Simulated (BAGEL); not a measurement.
# A workflow on singlet CH4N+

Aim: a single-point energy (singlet CH4N+, HF/def2-TZVPP), then energy and gradient (doublet CH4N, CASSCF(3,3)/def2-TZVPP) of CH4N. 

The results are computed with BAGEL 1.2.2.

3 further runs of the same task are left out: 1 that didn't finish, 2 set aside as unsound or not needed.

**1. The structure to begin with**

CH4N+: 6 atoms, total charge +1, spin state singlet. SMILES of the parent species: `C[NH]`. All atoms were displaced at random from a relaxed shape. That shape belongs to the parent species and isn't relaxed for this state.

Bond lengths: C1–N2 1.400 Å, C1–H3 1.082 Å, C1–H4 1.090 Å, C1–H5 1.100 Å, N2–H6 1.038 Å. Angles: C1–N2–H6 107.7°, N2–C1–H3 113.6°, N2–C1–H4 115.4°, N2–C1–H5 110.3°, H3–C1–H4 108.8°, H3–C1–H5 104.4°, H4–C1–H5 103.3°.

**2. The energy at HF/def2-TZVPP (density fitting with tzvpp-jkfit) (run 1)**

Contents of hf.json:

```json
{ "bagel" : [

{
  "title" : "molecule",
  "basis" : "tzvpp",
  "df_basis" : "tzvpp-jkfit",
  "angstrom" : false,
  "geometry" : [
    { "atom" : "C", "xyz" : [    -0.22009640,    -0.47042086,    -0.40516106 ] },
    { "atom" : "N", "xyz" : [    -0.50015759,     0.88183314,     1.85216782 ] },
    { "atom" : "H", "xyz" : [    -0.47188540,     0.67339068,    -2.08004233 ] },
    { "atom" : "H", "xyz" : [    -1.38669237,    -2.15949776,    -0.57406667 ] },
    { "atom" : "H", "xyz" : [     1.71622092,    -1.20782412,    -0.56749609 ] },
    { "atom" : "H", "xyz" : [     0.74040603,     2.40068161,     1.79571792 ] }
  ]
},

{ "title" : "hf", "charge" : 1 },

{ "title" : "print", "file" : "orbitals.molden", "orbitals" : true }

]}
```

On the command line:

```console
$ BAGEL_NUM_THREADS=1 BAGEL hf.json > hf.out
```

The log of the run:

```text
* using 1 threads per process

  ===============================================================
  ===============================================================

  *** Geometry ***

  { "atom" : "C", "xyz" : [     -0.220096,     -0.470421,     -0.405161 ] },
  { "atom" : "N", "xyz" : [     -0.500158,      0.881833,      1.852168 ] },
  { "atom" : "H", "xyz" : [     -0.471885,      0.673391,     -2.080042 ] },
  { "atom" : "H", "xyz" : [     -1.386692,     -2.159498,     -0.574067 ] },
  { "atom" : "H", "xyz" : [      1.716221,     -1.207824,     -0.567496 ] },
  { "atom" : "H", "xyz" : [      0.740406,      2.400682,      1.795718 ] },

  Number of auxiliary basis functions:      224

  Since a DF basis is specified, we compute 2- and 3-index integrals:
    o Being stored without compression. Storage requirement is 0.025 GB

  Number of basis functions:      118
  Number of electrons      :       17

    * METHOD: MOLECULE                             0.06

  *** RHF ***

  === Nuclear Repulsion ===
    36.6568875973

      * DIIS with orbital gradients will be used.

  === RHF iteration (tzvpp) ===
      0        -94.18347992          0.01191382           0.01
      1        -94.24659203          0.00376115           0.01
      2        -94.25521552          0.00163700           0.01
      3        -94.25715426          0.00061154           0.01
      4        -94.25752741          0.00020722           0.01
      5        -94.25756094          0.00005659           0.01
      6        -94.25756367          0.00002660           0.01
      7        -94.25756501          0.00001951           0.01
      8        -94.25756634          0.00001273           0.01
      9        -94.25756714          0.00000569           0.01
     10        -94.25756726          0.00000278           0.01
     11        -94.25756728          0.00000145           0.01
     12        -94.25756728          0.00000061           0.01
     13        -94.25756729          0.00000026           0.01
     14        -94.25756729          0.00000011           0.01
     15        -94.25756729          0.00000007           0.01
     16        -94.25756729          0.00000006           0.01
     17        -94.25756729          0.00000004           0.01
     18        -94.25756729          0.00000002           0.01
     19        -94.25756729          0.00000001           0.01
     20        -94.25756729          0.00000001           0.01
    * SCF iteration converged.

    * Permanent dipole moment:
           (   -0.545344,    -0.435059,     0.268406) a.u.

    * METHOD: HF                                   0.33

    * METHOD: PRINT                                0.01

  ===============================================================
```

It took 0.74 s on 1 thread of Intel Xeon 6975P-C (Granite Rapids), shared host.

**3. Doublet neutral CH4N: energy and gradient at CASSCF(3,3)/def2-TZVPP (density fitting with tzvpp-jkfit) (run 2)**

Contents of job.json:

```json
{ "bagel" : [

{
  "title" : "molecule",
  "basis" : "tzvpp",
  "df_basis" : "tzvpp-jkfit",
  "geometry" : [
    { "atom" : "C", "xyz" : [    -0.22009640,    -0.47042086,    -0.40516106 ] },
    { "atom" : "N", "xyz" : [    -0.50015759,     0.88183314,     1.85216782 ] },
    { "atom" : "H", "xyz" : [    -0.47188540,     0.67339068,    -2.08004233 ] },
    { "atom" : "H", "xyz" : [    -1.38669237,    -2.15949776,    -0.57406667 ] },
    { "atom" : "H", "xyz" : [     1.71622092,    -1.20782412,    -0.56749609 ] },
    { "atom" : "H", "xyz" : [     0.74040603,     2.40068161,     1.79571792 ] }
  ]
},

{ "title" : "hf", "charge" : 1 },

{
  "title" : "force",
  "method" : [
    {
      "title" : "casscf",
      "nstate" : 1,
      "nact" : 3,
      "nclosed" : 7,
      "nspin" : 1,
      "active" : [3, 9, 10],
      "maxiter" : 200,
      "natocc" : true
    }
  ]
}

]}
```

On the command line:

```console
$ BAGEL_NUM_THREADS=1 BAGEL job.json > job.out
```

The log of the run:

```text
* using 1 threads per process

  ===============================================================
  ===============================================================

  *** Geometry ***

  { "atom" : "C", "xyz" : [     -0.220096,     -0.470421,     -0.405161 ] },
  { "atom" : "N", "xyz" : [     -0.500158,      0.881833,      1.852168 ] },
  { "atom" : "H", "xyz" : [     -0.471885,      0.673391,     -2.080042 ] },
  { "atom" : "H", "xyz" : [     -1.386692,     -2.159498,     -0.574067 ] },
  { "atom" : "H", "xyz" : [      1.716221,     -1.207824,     -0.567496 ] },
  { "atom" : "H", "xyz" : [      0.740406,      2.400682,      1.795718 ] },

  Number of auxiliary basis functions:      224

  Since a DF basis is specified, we compute 2- and 3-index integrals:
    o Being stored without compression. Storage requirement is 0.025 GB

  Number of basis functions:      118
  Number of electrons      :       17

    * METHOD: MOLECULE                             0.07

  *** RHF ***

  === Nuclear Repulsion ===
    36.6568875973

      * DIIS with orbital gradients will be used.

  === RHF iteration (tzvpp) ===
      0        -94.18347992          0.01191382           0.01
      1        -94.24659203          0.00376115           0.01
      2        -94.25521552          0.00163700           0.01
      3        -94.25715426          0.00061154           0.01
      4        -94.25752741          0.00020722           0.01
      5        -94.25756094          0.00005659           0.01
[... 13 lines of this table left out ...]
     19        -94.25756729          0.00000001           0.01
     20        -94.25756729          0.00000001           0.01
    * SCF iteration converged.

    * Permanent dipole moment:
           (   -0.545344,    -0.435059,     0.268406) a.u.

    * METHOD: HF                                   0.32

  The gradients will be computed analytically.
  ---------------------------
      CASSCF calculation
  ---------------------------

    ==== Active orbitals : =====
         Orbital 3
         Orbital 9
         Orbital 10
    ============================

    * nstate   :      1
    * nclosed  :      7
    * nact     :      3
    * nvirt    :    108
  === CASSCF iteration (tzvpp) ===

    * Using the second-order algorithm

      0  0       -94.55838687     2.52e-02      0.01

      1  0       -94.62606071     1.71e-03      0.14

      2  0       -94.63537161     1.10e-03      0.10

[... 23 lines of this table left out ...]

     15  0       -94.64690847     4.15e-09      0.09

    * Second-order optimization converged. *

     guess   0:   closed 1..                  open .1.

  === FCI iteration ===

      0  0       -94.62573173     6.47e-02      0.00
      1  0       -94.64686613     2.04e-03      0.00
      2  0       -94.64690753     3.24e-04      0.00
      3  0       -94.64690847     1.25e-06      0.00
      4  0       -94.64690847     5.15e-08      0.00
      5  0       -94.64690847     5.60e-09      0.00
      6  0       -94.64690847     3.65e-10      0.00
      7  0 *     -94.64690847     1.59e-15      0.00

     * ci vector, state   0, <S^2> = 0.7500
       2a.    -0.9937811108
       .a2    -0.1034578316

  * Nuclear energy gradient

    o Atom   0
        x         -0.0216442454
        y          0.0290103216
        z          0.0293210492
    o Atom   1
        x          0.0035367371
        y         -0.0160022632
        z         -0.0223987432
    o Atom   2
        x          0.0046372657
        y         -0.0041860104
        z          0.0018532861
    o Atom   3
        x          0.0057881427
        y         -0.0096457832
        z         -0.0068814980
    o Atom   4
        x          0.0025420346
        y         -0.0044949911
        z         -0.0019224662
    o Atom   5
        x          0.0051400654
        y          0.0053187263
        z          0.0000283722
  * Gradient computed with                              0.57

    * METHOD: FORCE                                2.56

  ===============================================================
```

Run time: 3.3 s. Hardware: 1 thread of Intel Xeon 6975P-C (Granite Rapids), shared host.

**4. What came out**

```
                                      quantity         value
            run 1, HF/def2-TZVPP: total energy  -94.25757 Eh
             run 1, HF/def2-TZVPP: HOMO energy     -21.13 eV
             run 1, HF/def2-TZVPP: LUMO energy      -8.10 eV
           run 1, HF/def2-TZVPP: HOMO–LUMO gap      13.03 eV
            doublet neutral CH4N: total energy  -94.64691 Eh
doublet neutral CH4N: largest force on an atom    2.395 eV/Å
```
